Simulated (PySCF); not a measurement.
propene (C3H6), SMILES C=CC.

Geometry optimised at ωB97X-D3(BJ)/def2-TZVP.

Method: TDA-ωB97X/def2-SVPD (PySCF 2.14.0).

Vertical excitations. Isolated molecule, no solvent. State labels are in the subgroup Cs.

| state | symmetry | energy (eV) | λ (nm) | f | main pairs |
|---|---|---|---|---|---|
| S1 | A" | 7.73 | 160 | 0.041 | HOMO→LUMO+1 84 % |
| S2 | A' | 8.08 | 153 | 0.577 | HOMO→LUMO 92 % |
| S3 | A" | 8.41 | 147 | 0.000 | HOMO−1→LUMO 89 % |
| S4 | A" | 8.63 | 144 | 0.001 | HOMO→LUMO+3 68 %, HOMO→LUMO+2 14 % |
| S5 | A" | 8.85 | 140 | 0.031 | HOMO→LUMO+2 75 % |
| S6 | A" | 9.36 | 132 | 0.001 | HOMO−2→LUMO 83 % |
| S7 | A" | 9.85 | 126 | 0.000 | HOMO→LUMO+4 84 % |
| S8 | A" | 10.13 | 122 | 0.072 | HOMO→LUMO+6 90 % |
| S9 | A' | 10.21 | 121 | 0.008 | HOMO−1→LUMO+1 79 % |
| S10 | A' | 10.32 | 120 | 0.134 | HOMO→LUMO+5 78 % |
| T1 | A' | 4.55 | 273 | 0 | HOMO→LUMO 94 % |
| T2 | A" | 7.76 | 160 | 0 | HOMO→LUMO+1 82 % |
| T3 | A" | 7.95 | 156 | 0 | HOMO−1→LUMO 93 % |
| T4 | A" | 8.53 | 145 | 0 | HOMO→LUMO+3 66 %, HOMO→LUMO+2 22 % |
Triplets are in the Tamm–Dancoff approximation.
